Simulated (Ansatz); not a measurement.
Compare A (`NC1=C(O)C1`) with its isomer B (`CC1=NCO1`).

Gas-phase electronic energies from Ansatz, PBE0-D4/def2-TZVP geometries. CBS: MP2 limit from def2 TZ/QZ plus the TZ coupled-cluster correction, frozen cores. Functionals use def2-TZVPP. Each species was taken in one conformer, which may not be the lowest.

(1) Which is lower in electronic energy at CCSD(T)/CBS, and by how much? (Best estimate.)

(2) Give E(B) − E(A) in kJ/mol with CCSD(T)/def2-TZVPP, PBE0-D4, LDA (SPW92), CCSD/def2-TZVPP, MP2/def2-TZVPP, ωB97M-V, B2PLYP. (Estimate.)

(3) Does the order hold for the free energy at 298.15 K (harmonic terms from PBE0-D4)? (Best estimate.)

Largest T1 diagnostic: 0.014.

Results:

(1) Computed: B, by 144.1 kJ/mol.

(2) The calculation gave: CCSD(T)/def2-TZVPP -151.1, PBE0-D4 -131.6, LDA (SPW92) -120.6, CCSD/def2-TZVPP -149.9, MP2/def2-TZVPP -142.1, ωB97M-V -144.0, B2PLYP -141.7. None reverses the order clearly.

(3) Computed: Yes: G(B) − G(A) = -139.7 kJ/mol, for one conformer each.

From BLYP to BHLYP (50 % exact exchange), in def2-TZVPP and without D4, E(B) − E(A) moves by −8.6 kJ/mol. At CCSD(T), def2-SVP lies −7.9 kJ/mol from the extrapolated value and def2-TZVPP −7.0 kJ/mol.
